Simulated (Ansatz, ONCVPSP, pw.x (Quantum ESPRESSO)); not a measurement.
## pw.x on bcc W: one setting changed

Potential: optimised norm-conserving Vanderbilt (ONCV), ONCVPSP 4.0.1.1 (patched build), PBEsol; core [Xe] 4f14, reference 5d4 6s1.5 6p0.5; waves: 6s: rc 2.65 bohr, ncon 5, nbas 8, qcut 2 1/bohr, 2 projectors, debl 3.5 Ha; 6p: rc 2.85 bohr, ncon 5, nbas 9, qcut 2.3 1/bohr, 2 projectors, debl 2.1 Ha; 5d: rc 1.70 bohr, ncon 4, nbas 8, qcut 6 1/bohr, 1 projector; local part: polynomial inside 1.65 bohr (lpopt 5, dvloc0 4 Ha); core correction: none.

The reference run (k-mesh 15³, cutoffs 55/220 Ry, Fermi–Dirac 0.01 Ry, mixing_beta 0.4, conv_thr 1e-9, no spin) gives -3.25 GPa at 15.687 Å³/atom, where all-electron LAPW gives 0.22 GPa. This run, with its own iteration cap, changes degauss to 0.005.

```
&control
  calculation='scf', prefix='x', pseudo_dir='./', outdir='./tmp', tstress=.true., disk_io='none'
/
&system
  ibrav=0, nat=1, ntyp=1, ecutwfc=55, ecutrho=220, nbnd=10,
  occupations='smearing', smearing='fd', degauss=0.005
/
&electrons
  conv_thr=1e-09, mixing_beta=0.4, electron_maxstep=60
/
ATOMIC_SPECIES
W 1.0 W.UPF
CELL_PARAMETERS angstrom
  -1.57698163 1.57698163 1.57698163
  1.57698163 -1.57698163 1.57698163
  1.57698163 1.57698163 -1.57698163
ATOMIC_POSITIONS crystal
W 0.0000 0.0000 0.0000
K_POINTS automatic
15 15 15 0 0 0
```

```bash
pw.x < W.scf.in > W.scf.out
```

**Question.** How does the run end?

**Answer.** It converges in 9 iterations; the free energy moves by +11.3 meV/atom and the pressure by +0.04 GPa. In a metal, with Fermi–Dirac smearing, F lies below its zero-width value by a term in the square of the width.

```
Message from routine setup:
     using ibrav=0 with symmetry is DISCOURAGED, use correct ibrav instead
     lattice parameter (alat)  =       5.1616  a.u.
     unit-cell volume          =     105.8611 (a.u.)^3
     number of electrons       =         6.00
     number of Kohn-Sham states=           10
     kinetic-energy cutoff     =      55.0000  Ry
     charge density cutoff     =     220.0000  Ry
     scf convergence threshold =      1.0E-09
     Exchange-correlation= PBESOL
     number of k points=   120  Fermi-Dirac smearing, width (Ry)=  0.0050
     iteration #  1     ecut=    55.00 Ry     beta= 0.40
     total energy              =     -15.52759651 Ry
     estimated scf accuracy    <       0.05654056 Ry
     iteration #  2     ecut=    55.00 Ry     beta= 0.40
     total energy              =     -15.52458258 Ry
     estimated scf accuracy    <       0.01167552 Ry
     iteration #  3     ecut=    55.00 Ry     beta= 0.40
     total energy              =     -15.52622972 Ry
     estimated scf accuracy    <       0.00022256 Ry
     [... 3 iterations left out ...]
     iteration #  7     ecut=    55.00 Ry     beta= 0.40
     total energy              =     -15.52626277 Ry
     estimated scf accuracy    <       0.00000001 Ry
     iteration #  8     ecut=    55.00 Ry     beta= 0.40
     total energy              =     -15.52626276 Ry
     estimated scf accuracy    <       0.00000001 Ry
     iteration #  9     ecut=    55.00 Ry     beta= 0.40
     the Fermi energy is    15.5346 ev
!    total energy              =     -15.52626277 Ry
     estimated scf accuracy    <          1.9E-10 Ry
     smearing contrib. (-TS)   =      -0.00052354 Ry
     The total energy is F=E-TS. E is the sum of the following terms:
     one-electron contribution =      10.39269391 Ry
     hartree contribution      =       0.13769368 Ry
     xc contribution           =      -4.07464732 Ry
     ewald contribution        =     -21.98147950 Ry
     convergence has been achieved in   9 iterations
          total   stress  (Ry/bohr**3)                   (kbar)     P=      -32.12
     Message from routine punch:
     Nothing written, as per user request (disk_io='none')
```

The run took about 8 s on one core of a shared host (Neoverse-V2, 32 threads, 247 GiB, load 22).
